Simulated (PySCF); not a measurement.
Identify the unknown among the candidates.

All candidates are C5H9F.

* XPS: C1s 290.0, C1s 290.7, C1s 290.8, C1s 290.9, C1s 292.9, F1s 691.9 eV [ΔSCF SCAN, pcX-2 on the ionised atom, pcseg-1 elsewhere, spin-free X2C]
* UV, strongest line: among the 10 lowest singlet transitions: S2 at 6.97 eV (178 nm, f = 0.460) [TDDFT CAM-B3LYP/def2-SVPD]
* Valence photoelectron: vertical ionisation energy: 9.31 eV [ΔSCF CAM-B3LYP/def2-SVPD]
* 13C NMR: chemical shifts (computed TMS as zero) by class: 148.9 (1 C), 129.9 (1 C), 73.9 (1 C), 26.4 (1 C), 18.1 (1 C) ppm [GIAO HF/pcSseg-2]
* Rotational structure: rotational constants A, B, C: 7.042, 1.813, 1.543 GHz [PBE0-D3(BJ)/def2-SVP]
* Triplet: lowest triplet excitation (Tamm–Dancoff): 4.23 eV [TDA CAM-B3LYP/def2-SVPD]
* 1H NMR: chemical shifts (computed TMS as zero) by class: 5.60 (1 H), 4.62 (2 H), 1.79 (3 H), 1.71 (3 H) ppm [GIAO HF/pcSseg-2]

Electronic properties: PySCF, gas phase, density fitting. Levels stand in brackets. Geometry: PBE0-D3(BJ)/def2-SVP, one conformer, isolated molecule. NMR classes are plain means over equivalent atoms (diastereotopic ones count apart unless rotation or inversion swaps them), as if these changed places fast.

Question: Which candidate is it?
A. `C/C=C(\F)CC`
B. `C/C=C(/F)CC`
C. `CC(C)=CCF`

Answer: C. It is `CC(C)=CCF`. Numbering: `[CH3:1][C:2]([CH3:3])=[CH:4][CH2:5][F:6]`. Its formula, C5H9F, gives 1 degree of unsaturation: 0 rings and 1 π bond in the structure found. 5 carbons fall into 5 classes; from least to most shielded: fully substituted alkene carbon [C2] (148.9 ppm), alkene CH carbon [C4] (129.9 ppm), sp3 C–F carbon [C5] (73.9 ppm), allylic carbon [C1] (26.4 ppm), allylic carbon [C3] (18.1 ppm). Hydrogen classes from least to most shielded: 1 H on an alkene CH carbon, C4 (5.60 ppm), 2 H on an sp3 C–F carbon, C5 (4.62 ppm), 3 H on an allylic carbon, C1 (1.79 ppm), 3 H on an allylic carbon, C3 (1.71 ppm, a mean of values up to 0.9 ppm apart in this geometry). The core levels belong to: C1s 290.0 eV, alkene CH carbon [C4]; C1s 290.7 eV, fully substituted alkene carbon [C2]; C1s 290.8 eV, allylic carbon [C1]; C1s 290.9 eV, allylic carbon [C3]; C1s 292.9 eV, sp3 C–F carbon [C5]; F1s 691.9 eV, alkyl fluorine [F6]. The hole state at 290.7 eV has ⟨S²⟩ = 0.84 against 0.75, so that value is less sure. The first electron is taken from the HOMO, whose largest Löwdin shares are 0.35 on the alkene CH carbon, 0.31 on the fully substituted alkene carbon, 0.06 on an allylic carbon and 0.06 on the sp3 C–F carbon. The optimised geometry has point group C1 and is an asymmetric top.

The others, at the same levels:
- `C/C=C(/F)CC` fails: its computed 13C shifts are 170.4 (1 C), 108.7 (1 C), 21.9 (1 C), 13.8 (1 C), 12.0 (1 C) ppm, core binding energies are C1s 290.2, C1s 290.7, C1s 291.0, C1s 291.0, C1s 292.3, F1s 692.5 eV and 1H shifts are 5.22 (1 H), 2.11 (2 H), 1.64 (3 H), 1.13 (3 H) ppm.
- `C/C=C(\F)CC` fails: its computed 13C shifts are 170.3 (1 C), 108.8 (1 C), 27.5 (1 C), 14.4 (1 C), 10.3 (1 C) ppm, core binding energies are C1s 290.2, C1s 290.7, C1s 290.8, C1s 291.0, C1s 292.3, F1s 692.6 eV and 1H shifts are 4.66 (1 H), 1.97 (2 H), 1.69 (3 H), 1.13 (3 H) ppm.

Each candidate is one conformer, not necessarily the lowest. Dipoles, sizes and rotational constants follow the conformer. The torsions of the flexible species, by atom-mapped SMILES:
- `[CH3:1][C:2]([CH3:3])=[CH:4][CH2:5][F:6]`: C2–C4–C5–F6 131°
- `[CH3:1]/[CH:2]=[C:3](/[F:4])[CH2:5][CH3:6]`: C2–C3–C5–C6 119°
- `[CH3:1]/[CH:2]=[C:3](\[F:4])[CH2:5][CH3:6]`: C2–C3–C5–C6 120°
